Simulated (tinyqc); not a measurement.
Worked calculation: geometry optimisation on the RHF/sto-6g surface (energies and gradients from PySCF), for OH-, spin multiplicity 1. The basis has no diffuse functions, so it cannot describe the extra electron: this is an exercise in the method, not the real anion. One step of it, computed by the program tinyqc.

Problem. Step 2: move. Quasi-Newton step p = -H^(-1) g (the inverse Hessian comes from BFGS updates; coordinates in the order x, y, z of each atom); steps longer than 0.3 bohr are cut back.

positions after step 1 (bohr), order 1O, 2H:
```
[[0.000000, 0.000000, -0.212132],
 [0.000000, 0.000000, 1.918555]]
```

gradient (hartree/bohr), order 1O, 2H:
```
[[0.00000000, 0.00000000, -0.03401793],
 [0.00000000, 0.00000000, 0.03401793]]
```

inverse Hessian in use (bohr^2/hartree):
```
[[3.333333, 0.000000, 0.000000, 0.000000, 0.000000, 0.000000],
 [0.000000, 3.333333, 0.000000, 0.000000, 0.000000, 0.000000],
 [0.000000, 0.000000, 2.160774, 0.000000, 0.000000, 1.172560],
 [0.000000, 0.000000, 0.000000, 3.333333, 0.000000, 0.000000],
 [0.000000, 0.000000, 0.000000, 0.000000, 3.333333, 0.000000],
 [0.000000, 0.000000, 1.172560, 0.000000, 0.000000, 2.160774]]
```

Give: positions after step 2.

Solution.

positions after step 2 (bohr), order 1O, 2H:
```
[[0.0000, 0.0000, -0.1785],
 [0.0000, 0.0000, 1.8849]]
```
